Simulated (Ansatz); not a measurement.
Results of HSE06 (plane waves, PAW; Ansatz, an electronic-structure program) for bcc Ba.

Run with plane-wave cutoff 520 eV, 10×10×10 k mesh, Fermi–Dirac smearing 0.071 eV (set by the program), scalar-relativistic PAW data made under PBE.

Computed at the level's own relaxed cell.

### Question
Predict the Voigt–Reuss–Hill shear modulus (Hill average), Poisson ratio, Voigt–Reuss–Hill bulk modulus, elastic constant C11, elastic constant C12 and elastic constant C44.

### Answer

- Voigt–Reuss–Hill shear modulus (Hill average) = 5.25 GPa
- Poisson ratio = 0.232
- Voigt–Reuss–Hill bulk modulus = 8.03 GPa
- elastic constant C11 = 10.9 GPa
- elastic constant C12 = 6.60 GPa
- elastic constant C44 = 9.40 GPa

Note: hybrids on metals are sensitive to the k mesh; the run warned that the count of filled bands differs between k points.

Elastic constants are with the ions relaxed.

Spin–orbit coupling is not included.

Static lattice: no zero-point or thermal effects.
